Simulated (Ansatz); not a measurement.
**PH3 (phosphine), step by step**

We compute a series of 32 runs (BCCD(T)/def2-TZVP, CCSD/def2-TZVP, CCSD(T)/def2-TZVP, BLYP/def2-TZVP) of H3P. 

The calculation is run with Ansatz 0.2.0.

**1. The system as given**

PH3 has 4 atoms, charge 0, and is taken as a singlet. SMILES: `P`. The H4–P1 distance was set to 1.207 Å, away from the relaxed value.

Bond lengths: P1–H2 1.420 Å, P1–H3 1.420 Å, P1–H4 1.207 Å. Angles: H2–P1–H3 93.1°, H2–P1–H4 93.1°, H3–P1–H4 93.1°.

**2. Energy and gradient at BCCD(T)/def2-TZVP (run 1)**

input.yaml

```yaml
basis:
  gaussian:
    orbitals: def2-TZVP
crystal:
  periodic: [false, false, false]
  atoms:
    - {symbol: P, position_ang: [0.298410, -0.124022, -0.378410]}
    - {symbol: H, position_ang: [0.583310, 0.168478, 0.981390]}
    - {symbol: H, position_ang: [-1.053090, -0.460522, -0.102810]}
    - {symbol: H, position_ang: [0.028700, 1.023500, -0.636900]}
correlation:
  method: bccd_t
output: {forces: true}
```

On the command line:

```
$ ansatz run input.yaml --threads 1 --pin off --max-ram 2610MiB --events-out events.jsonl --progress --plain --runs-dir runs
```

What it wrote, cut to the lines that bear on the results:

```text
Warning: RAYON_NUM_THREADS=1 ignored (pool sized by the plan → 1); use --threads N
Functional definition: HF
  name "HF"
[...]
362 factors; integrals over basis functions are off by at most 1.1e-3 eV
[...]
mean field -9318.79545712 eV, -342.4594165428 hartree, gradient 3.9e-6 eV, S^2 0.000000; 0 other end points of the search recorded, 0 dependent functions left out
5 core orbitals not correlated: weight in the atoms' cores, before any rotation towards them, 1.000 or more for the frozen orbitals, at most 0.000 for the correlated occupied ones
reference -9318.79545712 eV, -342.4594165428 hartree; 4, 4 occupied and 46, 46 virtual orbitals, 362 factors
second order -4.31088585 eV of doubles, -0.00000000 eV of singles
cycle   1  -4.91295686 eV  change   -6.0e-1 eV  update   5.7e-2
[...]
cycle   9  -5.11027153 eV  change    2.3e-6 eV  update   3.2e-6
perturbative correction -0.16622021 eV, -0.0061084800 hartree
[...]
Total energy: -9324.07194886 eV, -342.6533240377 hartree
Atom 0 at     0.298410    -0.124022    -0.378410 Å, force     1.525932    -7.105552     1.819100 eV/Å
Atom 1 at     0.583310     0.168478     0.981390 Å, force     0.053159    -0.087754    -0.024404 eV/Å
Atom 2 at    -1.053090    -0.460522    -0.102810 Å, force     0.048722    -0.089030    -0.027169 eV/Å
Atom 3 at     0.028700     1.023500    -0.636900 Å, force    -1.627813     7.282335    -1.767527 eV/Å
Dipole moment:    -0.088679     0.116157     0.066443 e Å
```

It took 1.8 s on 1 thread of Arm Neoverse V1, shared host; peak memory 0.14 GiB.

**3. The distorted shape: energy and gradient at BCCD(T)/def2-TZVP (run 2)**

run.yaml

```yaml
basis:
  gaussian:
    orbitals: def2-TZVP
crystal:
  periodic: [false, false, false]
  atoms:
    - symbol: P
      position_ang: [0.330146, -0.259046, -0.347995]
    - symbol: H
      position_ang: [0.615046, 0.033454, 1.011805]
    - symbol: H
      position_ang: [-1.021354, -0.595546, -0.072395]
    - symbol: H
      position_ang: [0.028700, 1.023500, -0.636900]
correlation:
  method: bccd_t
output: {forces: true}
```

On the command line:

```
$ ansatz run run.yaml --threads 1 --pin off --max-ram 2610MiB --events-out events.jsonl --progress --plain --runs-dir runs
```

What it wrote, cut to the lines that bear on the results:

```text
Warning: RAYON_NUM_THREADS=1 ignored (pool sized by the plan → 1); use --threads N
[... 2 set-up lines as earlier in the session ...]
[...]
363 factors; integrals over basis functions are off by at most 9.7e-4 eV
[...]
mean field -9319.39520220 eV, -342.4814567678 hartree, gradient 2.3e-6 eV, S^2 0.000000; 0 other end points of the search recorded, 0 dependent functions left out
5 core orbitals not correlated: weight in the atoms' cores, before any rotation towards them, 1.000 or more for the frozen orbitals, at most 0.000 for the correlated occupied ones
reference -9319.39520220 eV, -342.4814567678 hartree; 4, 4 occupied and 46, 46 virtual orbitals, 363 factors
second order -4.32214426 eV of doubles, -0.00000000 eV of singles
cycle   1  -4.92562360 eV  change   -6.0e-1 eV  update   5.8e-2
[...]
cycle   9  -5.12831479 eV  change    2.0e-6 eV  update   2.8e-6
perturbative correction -0.17060724 eV, -0.0062697004 hartree
[...]
Total energy: -9324.69412422 eV, -342.6761885606 hartree
Atom 0 at     0.330146    -0.259046    -0.347995 Å, force     0.275564    -1.560541     0.490112 eV/Å
Atom 1 at     0.615046     0.033454     1.011805 Å, force     0.031947    -0.046597    -0.033882 eV/Å
Atom 2 at    -1.021354    -0.595546    -0.072395 Å, force     0.042210    -0.042236    -0.026888 eV/Å
Atom 3 at     0.028700     1.023500    -0.636900 Å, force    -0.349721     1.649374    -0.429342 eV/Å
Dipole moment:    -0.085048     0.092037     0.074955 e Å
```

Run time: 1.8 s. Hardware: 1 thread of Arm Neoverse V1, shared host; peak memory 0.14 GiB.

Runs 3 to 26 aren't shown in full; the table further down has their settings and results.

**4. The distorted shape: the energy at BLYP/def2-TZVP (run 27)**

in.yaml

```yaml
crystal:
  periodic: [false, false, false]
  atoms:
    - {symbol: P, position_ang: [0.361859, -0.393976, -0.317600]}
    - {symbol: H, position_ang: [0.646759, -0.101476, 1.042200]}
    - {symbol: H, position_ang: [-0.989641, -0.730476, -0.042000]}
    - {symbol: H, position_ang: [0.028700, 1.023500, -0.636900]}
basis:
  gaussian:
    orbitals: def2-TZVP
hamiltonian:
  xc: {name: BLYP}
```

On the command line:

```
$ ansatz run in.yaml --threads 1 --pin off --max-ram 2610MiB --events-out events.jsonl --progress --plain --runs-dir runs
```

What it wrote:

```text
Warning: RAYON_NUM_THREADS=1 ignored (pool sized by the plan → 1); use --threads N
Functional definition: BLYP
  name "BLYP"
  parameter beta = 0.0042
  parameter a = 0.04918
  parameter b = 0.132
  parameter c = 0.2533
  parameter d = 0.349
  exchange = b88_x(beta = beta)
  correlation = lyp_c(a = a, b = b, c = c, d = d)
402 factors; their error is unknown
mean field evaluation 1: about -9336.3811 eV, gradient 1.6e1 eV
mean field evaluation 2: about -9336.6522 eV, gradient 1.6e1 eV
mean field evaluation 4: about -9337.3565 eV, gradient 6.9e-1 eV
mean field evaluation 8: about -9337.3530 eV, gradient 1.4e-2 eV
mean field -9337.35304060 eV, -343.1413951570 hartree, gradient 4.7e-5 eV, S^2 0.000000; 0 other end points of the search recorded, 0 dependent functions left out
reference -9337.35330265 eV, -343.1414047870 hartree; 9, 9 occupied and 46, 46 virtual orbitals, 402 factors
Total energy: -9337.35330265 eV, -343.1414047870 hartree
```

It took 0.45 s on 1 thread of Arm Neoverse V1, shared host.

Runs 28 to 31 aren't shown in full; the table further down has their settings and results.

**5. The distorted shape: energy and gradient at BLYP/def2-TZVP (run 32)**

in.yaml

```yaml
basis:
  gaussian:
    orbitals: def2-TZVP
crystal:
  periodic: [false, false, false]
  atoms:
    - symbol: P
      position_ang: [0.885412, -2.621507, 0.184172]
    - symbol: H
      position_ang: [1.170312, -2.329007, 1.543972]
    - symbol: H
      position_ang: [-0.466088, -2.958007, 0.459772]
    - symbol: H
      position_ang: [0.028700, 1.023500, -0.636900]
hamiltonian:
  xc: {name: BLYP}
output: {forces: true}
```

On the command line:

```
$ ansatz run in.yaml --threads 1 --pin off --max-ram 2610MiB --events-out events.jsonl --progress --plain --runs-dir runs
```

What it wrote, cut to the lines that bear on the results:

```text
Warning: RAYON_NUM_THREADS=1 ignored (pool sized by the plan → 1); use --threads N
[... 2 set-up lines as earlier in the session ...]
[...]
402 factors; their error is unknown
[...]
mean field -9332.87289354 eV, -342.9767527893 hartree, gradient 2.5e-5 eV, S^2 0.000000; 0 other end points of the search recorded, 0 dependent functions left out
[...]
reference -9332.87319565 eV, -342.9767638915 hartree; 9, 9 occupied and 46, 46 virtual orbitals, 402 factors
Total energy: -9332.87319565 eV, -342.9767638915 hartree
Atom 0 at     0.885412    -2.621507     0.184172 Å, force     0.167396     0.480380    -0.530843 eV/Å
Atom 1 at     1.170312    -2.329007     1.543972 Å, force    -0.053231     0.071791     0.252387 eV/Å
Atom 2 at    -0.466088    -2.958007     0.459772 Å, force    -0.231984     0.003155     0.134207 eV/Å
Atom 3 at     0.028700     1.023500    -0.636900 Å, force     0.117819    -0.555327     0.144250 eV/Å
Dipole moment:     0.014601    -0.382325     0.199714 e Å
```

It took 0.73 s on 1 thread of Arm Neoverse V1, shared host.

**6. Overview of the runs**

```csv
run,level,task,frozen core orbitals,bond length,energy (Eh),dipole moment (D),correlation energy (mEh),largest force (eV/Å),wall time
1,BCCD(T)/def2-TZVP,gradient,5,1.2068,-342.653324,0.77,-193.9,7.669,1.8 s
2,BCCD(T)/def2-TZVP,gradient,5,1.3488,-342.676189,0.70,-194.7,1.740,1.8 s
3,BCCD(T)/def2-TZVP,gradient,5,1.4907,-342.676448,0.64,-196.0,1.290,1.8 s
4,BCCD(T)/def2-TZVP,gradient,5,1.7037,-342.657818,0.61,-198.9,3.090,1.9 s
5,BCCD(T)/def2-TZVP,energy,5,1.9876,-342.623393,–,-205.4,–,0.77 s
6,BCCD(T)/def2-TZVP,energy,5,2.4136,-342.580534,–,-222.1,–,0.87 s
7,BCCD(T)/def2-TZVP,energy,5,2.9814,-342.554409,–,-256.8,–,1.3 s
8,BCCD(T)/def2-TZVP,gradient,5,3.8333,-342.551935,0.65,-311.0,0.197,4.2 s
9,CCSD/def2-TZVP,energy,5,1.2068,-342.647424,–,-188.0,–,0.47 s
10,CCSD/def2-TZVP,energy,5,1.3488,-342.670135,–,-188.7,–,0.44 s
11,CCSD/def2-TZVP,energy,5,1.4907,-342.670194,–,-189.7,–,0.46 s
12,CCSD/def2-TZVP,energy,5,1.7037,-342.651132,–,-192.2,–,0.49 s
13,CCSD/def2-TZVP,energy,5,1.9876,-342.615741,–,-197.7,–,0.55 s
14,CCSD/def2-TZVP,energy,5,2.4136,-342.570009,–,-211.6,–,0.59 s
15,CCSD/def2-TZVP,gradient,5,2.9814,-342.536624,0.77,-239.0,0.958,2 s
16,CCSD/def2-TZVP,gradient,5,3.8333,-342.522041,0.65,-281.1,0.177,3 s
17,CCSD(T)/def2-TZVP,energy,5,1.2068,-342.653314,–,-193.9,–,0.47 s
18,CCSD(T)/def2-TZVP,gradient,5,1.3488,-342.676177,0.70,-194.7,1.739,1.4 s
19,CCSD(T)/def2-TZVP,gradient,5,1.4907,-342.676434,0.64,-196.0,1.291,1.4 s
20,CCSD(T)/def2-TZVP,energy,5,1.7037,-342.657802,–,-198.9,–,0.49 s
21,CCSD(T)/def2-TZVP,gradient,5,1.9876,-342.623384,0.70,-205.4,3.263,1.4 s
22,CCSD(T)/def2-TZVP,gradient,5,2.4136,-342.580635,0.86,-222.2,2.085,1.4 s
23,CCSD(T)/def2-TZVP,energy,5,2.9814,-342.555487,–,-257.8,–,0.77 s
24,CCSD(T)/def2-TZVP,gradient,5,3.8333,-342.557026,2.52,-316.1,0.317,2.2 s
25,BLYP/def2-TZVP,gradient,–,1.2068,-343.116786,0.71,–,7.646,0.67 s
26,BLYP/def2-TZVP,gradient,–,1.3488,-343.140025,0.63,–,1.893,0.63 s
27,BLYP/def2-TZVP,energy,–,1.4907,-343.141405,–,–,–,0.45 s
28,BLYP/def2-TZVP,gradient,–,1.7037,-343.125058,0.53,–,2.797,0.61 s
29,BLYP/def2-TZVP,energy,–,1.9876,-343.092974,–,–,–,0.48 s
30,BLYP/def2-TZVP,gradient,–,2.4136,-343.048239,1.16,–,2.490,0.67 s
31,BLYP/def2-TZVP,energy,–,2.9814,-343.007276,–,–,–,0.54 s
32,BLYP/def2-TZVP,gradient,–,3.8333,-342.976764,2.07,–,0.735,0.73 s
```

**7. Results**

```
                                         quantity          value
            distorted shape, run 32: total energy  -342.97676 Eh
           distorted shape, run 32: dipole moment         2.07 D
distorted shape, run 32: largest force on an atom     0.735 eV/Å
```

In words: Over runs 8, 16, 24, 32 the dipole moment (its size) runs from 0.65 D (CCSD/def2-TZVP) to 2.52 D (CCSD(T)/def2-TZVP). In runs 14, 15, 16, 22, 23, 24 the T1 diagnostic is large, so a single reference may not serve. In runs 5, 6, 7, 8, 13, 14, 15, 16 and more the log says that unrestricted orbitals would lower the reference, so the values rest on an unstable closed-shell determinant (other closed-shell runs at this shape may share the fault). In runs 14, 15, 16, 22, 23, 24, 30, 31 and more a closed-shell determinant meets a far-stretched bond, which it describes badly. All runs together took 37 s, the longest 4.2 s.
